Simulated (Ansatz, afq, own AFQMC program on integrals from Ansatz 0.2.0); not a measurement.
Two steps: Ansatz 0.2.0 writes the Fock matrix and Cholesky factors of the valence space, and afq projects on them the lowest state that overlaps trial and start.

```yaml
crystal:
  periodic: [false, false, false]
  atoms:
    - {symbol: Si, position_ang: [0.000000, -0.048571, -0.003659]}
    - {symbol: H, position_ang: [0.000000, 0.644317, -1.172756]}
    - {symbol: H, position_ang: [0.000000, 0.709081, 1.274715]}
basis:
  gaussian: {orbitals: cc-pVDZ}
magnetization: {spin_polarized: false, initial_magnetization: 2}
correlation: {method: ccsd_t, electrons: outside_noble_gas, hamiltonian_folder: ham}
```

```sh
$ ansatz run in.yaml --threads 1 --pin off --events-out ev --progress --plain --max-ram 16896MiB --backend cuda --devices 0, --max-vram 18GiB
```

Options of the walk:

```
--method phaseless --trial cisd --walkers 4000 --populations 20 --least-time 60 --time-step 0.005 --steps-per-block 50 --equilibration-blocks 28 --max-blocks 4000 --target-error 0.00015 --factor-cut 1e-05 --start spin_pure --seed 2299 --release-times 0.24,0.51,0.99,1.62,2.4 --release-step 0.03 --release-every 3 --taylor-order 6
```

Times are imaginary, in 1/Eh. The walk had a cap of 122 s. With eight or more populations the least sampling time is a fifth of least-time, and the error comes from their spread.

Log:

```
orbitals 23  electrons 4 2  factors 160 of 271
reference energy -290.00340179 Eh
CCSD correlation -0.09549741 Eh in 10 cycles, weight of the determinant in the CISD state 0.9388
energy of the start -290.098896 Eh
 block  time / (1/Eh)  mean weight  energy / Eh
     1     0.250  0.9999  -290.098554
     2     0.500  1.0001  -290.098845
     3     0.750  1.0000  -290.099273
     4     1.000  0.9998  -290.099652
     5     1.250  0.9999  -290.099950
    12     3.000  1.0000  -290.100803
    19     4.750  0.9999  -290.101099
    25     6.250  1.0000  -290.101557
    26     6.500  0.9999  -290.101442
    33     8.250  1.0001  -290.101199
    40    10.000  0.9997  -290.101227
    47    11.750  0.9998  -290.101104
    54    13.500  0.9999  -290.101215
    61    15.250  1.0001  -290.101220
    65    16.250  0.9999  -290.100988
    68    17.000  1.0001  -290.101329
    75    18.750  1.0000  -290.101164
    78    19.500  1.0001  -290.100988
error from the spread of 20 populations
released: time / (1/Eh)  energy / Eh  error  mean overlap
  0.24  -290.101162  0.000028  1.0015
  0.51  -290.101214  0.000023  0.9990
  0.99  -290.101095  0.000104  1.0018
  1.62  -290.101238  0.000016  0.9980
  2.40  -290.101219  0.000021  0.9991
energy -290.101179 +/- 0.000031 Eh
(rows thinned)
```

The run passed its tests (sampling time, drift between the halves within three errors, error under three times the target), which doesn't prove that it has relaxed.

Against this walk (error 0.8 meV) on the same determinant: CCSD(T) 14.2 meV higher, CCSDT(Q) 1.6 meV lower (within the noise), CCSDTQ 1.7 meV lower, full CI 1.8 meV lower. The error is statistical and leaves out the bias of the constraint. Released to 2.40 1/Eh the energy moves by -1.1 ± 1.0 meV (both errors), within twice the noise.

Cautions: constraint bias not in the error; lower spins were not checked.

The walk took 32 s on 1 × NVIDIA H100 80GB HBM3 with 2 threads of AMD EPYC 7R13 Processor (Zen 3), with other jobs on the host (the card was shared). The log's last line is the phaseless energy.

CCSDT and higher add their correlation energy to the determinant of the CCSD(T) run, since their own runs factorise the integrals more tightly (a shift of under 2 meV). A walk keeps the symmetry of its determinant, which the program's search chose and which needn't be the lowest solution, so a lower state of the same spin and another symmetry isn't excluded.
